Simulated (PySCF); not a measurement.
Na (SMILES [Na]), doublet; SVWN5/STO-3G (PySCF).

The PySCF input:
```python
from pyscf import gto, scf, dft

mol = gto.M(
    atom='''
Na    0.000000    0.000000    0.000000
''',
    basis='sto-3g',
    charge=0,
    spin=1,
    verbose=5,
)

mf = dft.ROKS(mol)
mf.xc = 'lda,vwn'
mf.kernel()
```

The log (banner, timings and long lists left out):

```
PySCF version 2.14.0

[INPUT] verbose = 5
[INPUT] max_memory = 4000
[INPUT] num. atoms = 1
[INPUT] num. electrons = 11
[INPUT] charge = 0
[INPUT] spin (= nelec alpha-beta = 2S) = 1
[INPUT] symmetry False subgroup None
[INPUT] Mole.unit = angstrom
[INPUT] Symbol           X                Y                Z      unit          X                Y                Z       unit  Magmom
[INPUT]  1 Na     0.000000000000   0.000000000000   0.000000000000 AA    0.000000000000   0.000000000000   0.000000000000 Bohr   0.0
[INPUT] ---------------- BASIS SET ----------------
[INPUT] l, kappa, [nprim/nctr], expnt,             c_1 c_2 ...
[INPUT] Na
[INPUT] 0    0    [3    /1   ]  250.77243         0.1543289673
                                45.678511         0.5353281423
                                12.362388         0.4446345422
[INPUT] 0    0    [3    /1   ]  12.040193         -0.09996722919
                                2.7978819         0.3995128261
                                0.909958          0.7001154689
[INPUT] 0    0    [3    /1   ]  1.4787406         -0.219620369
                                0.4125649         0.2255954336
                                0.1614751         0.900398426
[INPUT] 1    0    [3    /1   ]  12.040193         0.155916275
                                2.7978819         0.6076837186
                                0.909958          0.3919573931
[INPUT] 1    0    [3    /1   ]  1.4787406         0.01058760429
                                0.4125649         0.5951670053
                                0.1614751         0.462001012

nuclear repulsion = 0
number of shells = 5
number of NR pGTOs = 27
number of NR cGTOs = 9
basis = sto-3g
ecp = {}

******** <class 'pyscf.dft.roks.ROKS'> ********
method = ROKS
initial guess = minao
damping factor = 0
level_shift factor = 0
DIIS = <class 'pyscf.scf.diis.CDIIS'>
diis_start_cycle = 1
diis_space = 8
diis_damp = 0
SCF conv_tol = 1e-09
SCF conv_tol_grad = None
SCF max_cycles = 50
direct_scf = True
direct_scf_tol = 1e-13
num. doubly occ = 5  num. singly occ = 1
XC library pyscf.dft.libxc version 7.1.2
    S. Lehtola, C. Steigemann, M. J. T. Oliveira, and M. A. L. Marques,  SoftwareX 7, 1–5 (2018)
XC functionals = lda,vwn
    P. A. M. Dirac,  Math. Proc. Cambridge Philos. Soc. 26, 376 (1930)
    F. Bloch,  Z. Phys. 57, 545 (1929)
    S. H. Vosko, L. Wilk, and M. Nusair,  Can. J. Phys. 58, 1200 (1980)
radial grids:
    Treutler-Ahlrichs [JCP 102, 346 (1995); DOI:10.1063/1.469408] (M4) radial grids

becke partition: Becke, JCP 88, 2547 (1988); DOI:10.1063/1.454033
pruning grids: <function nwchem_prune>
grids dens level: 3
symmetrized grids: False
atomic radii adjust function: <function treutler_atomic_radii_adjust>
small_rho_cutoff = 0
Set gradient conv threshold to 3.16228e-05
atom Na rad-grids = 80, ang-grids = [ 50  50  50  50  50  50  50  50  50  50  50  50  50  50  50  50  50  50
  50  50  50  50  50  50  50  50  86  86  86  86  86  86  86  86  86  86
  86  86  86  86 350 350 350 350 350 350 350 350 350 434 434 434 434 434
 434 434 434 434 434 434 434 434 434 434 434 434 434 434 350 350 350 350
 350 350 350 350 350 350 350 350]
tot_boxes 729, boxes in each direction [7 7 7]
Padding 4 grids
tot grids = 18104
nelec by numeric integration = [5.21376048 5.21376048]
E1 = -224.22798168944834  E2 = 65.01979705639042  Ecoul = 78.4817661371371  Exc = -13.461969080746677
init E= -159.208184633058
cond(S) = 3.1994348065552862
  HOMO = 0.0733570566670685  LUMO = 0.354217069433561  gap/eV = 7.64259
                  Roothaan           | alpha              | beta
  Highest 2-occ =  -1.02229594513161 |  -1.02229594513162 |  -1.02229594513162
  Lowest 0-occ =   0.354217069433561 |  0.354217069433561 |  0.354217069433561
  1-occ =         0.0733570566670685 | 0.0733570566670698 | 0.0733570566670698
  Roothaan mo_energy =
[-37.44284898  -2.07174953  -1.02229595  -1.02229595  -1.02229595
   0.07335706   0.35421707   0.35421707   0.35421707]
nelec by numeric integration = [6. 5.]
E1 = -225.53892515745335  E2 = 66.32298682179687  Ecoul = 79.7690643886912  Exc = -13.446077566894326
cycle= 1 E= -159.215938335656  delta_E= -0.00775  |g|= 0.118  |ddm|= 1.37
  HOMO = 0.249001619662945  LUMO = 0.522807278894439  gap/eV = 7.45063
                  Roothaan           | alpha              | beta
  Highest 2-occ = -0.876588251519281 | -0.885292898186819 | -0.867883604851744
  Lowest 0-occ =   0.522807278894439 |  0.499271894905616 |  0.546342662883261
  1-occ =          0.249001619662945 |  0.224542202570192 |  0.273283753124529
  Roothaan mo_energy =
[-37.43223782  -1.92617226  -0.87658825  -0.87658825  -0.87658825
   0.24900162   0.52280728   0.52280728   0.52280728]
nelec by numeric integration = [6. 5.]
E1 = -226.36904524506213  E2 = 67.15237202023036  Ecoul = 80.71009294191298  Exc = -13.557720921682616
cycle= 2 E= -159.216673224832  delta_E= -0.000735  |g|= 0.099  |ddm|= 0.106
  HOMO = 0.259809899324966  LUMO = 0.5367387764255  gap/eV = 7.53562
                  Roothaan           | alpha              | beta
  Highest 2-occ = -0.837485814560756 | -0.813324147112273 | -0.796122360491697
  Lowest 0-occ =     0.5367387764255 |  0.524491712469971 |  0.572719380504099
  1-occ =          0.259809899324966 |   0.24388841576151 |  0.294101790221107
  Roothaan mo_energy =
[-37.34855082  -1.88603034  -0.83748581  -0.83748581  -0.83748581
   0.2598099    0.53673878   0.53673878   0.53673878]
nelec by numeric integration = [6. 5.]
E1 = -225.98904049861352  E2 = 66.77040347233388  Ecoul = 80.27676392881357  Exc = -13.506360456479683
cycle= 3 E= -159.21863702628  delta_E= -0.00196  |g|= 0.000275  |ddm|= 0.0492
  HOMO = 0.259790085307784  LUMO = 0.53671423101848  gap/eV = 7.53549
                  Roothaan           | alpha              | beta
  Highest 2-occ = -0.837551672256345 | -0.846316990708048 | -0.828968908291821
  Lowest 0-occ =    0.53671423101848 |  0.512881909506189 |  0.560480433164574
  1-occ =          0.259790085307784 |  0.235008390926757 |   0.28452059259275
  Roothaan mo_energy =
[-37.34877065  -1.88608714  -0.83755167  -0.83755167  -0.83755167
   0.25979009   0.53671423   0.53671423   0.53671423]
nelec by numeric integration = [6. 5.]
E1 = -225.99009335436747  E2 = 66.77145631312499  Ecoul = 80.27795826973261  Exc = -13.506501956607629
cycle= 4 E= -159.218637041242  delta_E= -1.5e-08  |g|= 5.22e-07  |ddm|= 0.000134
  HOMO = 0.259790067593389  LUMO = 0.536714194428582  gap/eV = 7.53549
                  Roothaan           | alpha              | beta
  Highest 2-occ = -0.837551781535854 | -0.846225771111673 | -0.828878138221097
  Lowest 0-occ =   0.536714194428582 |  0.512914007870503 |  0.560514255594836
  1-occ =          0.259790067593389 |  0.235032955764644 |  0.284547082405991
  Roothaan mo_energy =
[-37.34877123  -1.88608725  -0.83755178  -0.83755178  -0.83755178
   0.25979007   0.53671419   0.53671419   0.53671419]
nelec by numeric integration = [6. 5.]
E1 = -225.99009534145134  E2 = 66.77145830020879  Ecoul = 80.27796052411946  Exc = -13.506502223910674
cycle= 5 E= -159.218637041243  delta_E= -5.68e-14  |g|= 2.51e-09  |ddm|= 2.53e-07
  HOMO = 0.259790067252228  LUMO = 0.536714193923968  gap/eV = 7.53549
                  Roothaan           | alpha              | beta
  Highest 2-occ = -0.837551782971361 | -0.846225598977404 | -0.828877966965321
  Lowest 0-occ =   0.536714193923968 |  0.512914068426935 |  0.560514319421008
  1-occ =          0.259790067252228 |  0.235033002107401 |  0.284547132393683
  Roothaan mo_energy =
[-37.34877124  -1.88608725  -0.83755178  -0.83755178  -0.83755178
   0.25979007   0.53671419   0.53671419   0.53671419]
nelec by numeric integration = [6. 5.]
E1 = -225.99009535939535  E2 = 66.7714583181529  Ecoul = 80.2779605444754  Exc = -13.506502226322503
Extra cycle  E= -159.218637041242  delta_E= 8.53e-14  |g|= 2.18e-09  |ddm|= 2.29e-09
converged SCF energy = -159.218637041242
```
